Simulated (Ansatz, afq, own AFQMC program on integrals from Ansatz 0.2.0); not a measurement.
## Where AFQMC and coupled cluster stand for CN, doublet

```xyz
2

N     0.0000    0.0000    0.0000
C     0.0000    0.0000    1.4380
```

Basis 6-31G. Noble-gas cores (and the filled d shells of Ga–Kr and In–Xe) are frozen. Ansatz 0.2.0 and our own AFQMC program on the same integrals; the CISD trial comes from CCSD amplitudes, and released means the phaseless constraint is let go. Error bars are statistical, one sigma.

Determinant: ROHF, the one that the program's search chose, which needn't be the lowest solution. The geometry is a point of a scan.

Full CI on the same integrals is exact in this basis and with this determinant's frozen core.

Cautions: a spin-contaminated unrestricted determinant lies lower (UHF 2.32 eV lower, ⟨S²⟩ 2.14); the search met a lower determinant of the same kind, perhaps of another symmetry (1.25 eV lower), and this one is a saddle point; strong correlation (T1 0.050, weight of the determinant 0.81, largest double 0.16); (T) is large, 7 % of the CCSD correlation; CCSD(T) is in doubt: in a space of 9 electrons in 8 natural orbitals full CI lies 146 meV below it; the released energies are still falling, so no released level is given (meV from the phaseless value at times in 1/Eh: -38 ± 9 at 0.24, -72 ± 6 at 0.51, -124 ± 9 at 0.99, -141 ± 8 at 1.62, -148 ± 8 at 2.40).

The T1 diagnostic is 0.0496. The weight of the determinant in the CISD state is 0.814. The size of the correlated space is 9 electrons in 16 orbitals.

Reference: full CI, correlation energy -7.679 eV.

```
        level  E − E(reference) (kcal/mol)  share of correlation (%)
           HF                       177.09                      0.00
          MP2                        -4.25                    102.40
         CCSD                        14.42                     91.86
      CCSD(T)                         2.69                     98.48
  ph-AFQMC/HF                 17.64 ± 1.35                     90.04
ph-AFQMC/CISD                  4.40 ± 0.25                     97.51
```

A walk keeps the symmetry of its determinant, which the program's search chose and which needn't be the lowest solution, so a lower state of the same spin and another symmetry isn't excluded.
